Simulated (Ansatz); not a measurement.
The input (input.yaml):

```yaml
crystal:
  periodic: [false, false, false]
  atoms:
    - { symbol: Si, position_ang: [-0.7173, 1.0329, 0.3945] }
    - { symbol: Si, position_ang: [0.199, -1.3574, 0.0084] }
    - { symbol: H, position_ang: [-1.4081, 1.5261, -0.8028] }
    - { symbol: H, position_ang: [-1.6646, 1.2137, 1.4996] }
    - { symbol: Cl, position_ang: [0.7193, 2.4475, 0.8757] }
    - { symbol: H, position_ang: [1.1513, -0.0844, -1.004] }
    - { symbol: H, position_ang: [0.7143, 0.7585, -0.7989] }
    - { symbol: H, position_ang: [1.5617, -1.4413, 0.5298] }
    - { symbol: H, position_ang: [-0.5455, -2.428, 0.7059] }
    - { symbol: H, position_ang: [-0.01, -1.6676, -1.4082] }
basis:
  gaussian: { orbitals: def2-SVPD }
hamiltonian:
  xc: pbe0
relax:
  f_tol: 0.15
  max_steps: 25
  restrain:
    - { distance: [0, 6], at: 1.42, k: 30.0 }
    - { distance: [5, 1], at: 1.42, k: 30.0 }
    - { distance: [0, 1], at: 3.52, k: 30.0 }
    - { distance: [5, 6], at: 1.92, k: 30.0 }
output:
  orbitals: {}
```

Run as:

```bash
$ ansatz run input.yaml --threads 4 --pin off --max-ram 5120MiB --backend cpu --events-out ev --progress --plain --runs-dir out
```

Hardware: 4 threads of Arm Neoverse N1, with other jobs on the host.

Question: Roughly how long does this run take, and how much memory?

Answer: 67 s, with a peak of 0.33 GiB, for 21 ionic steps.
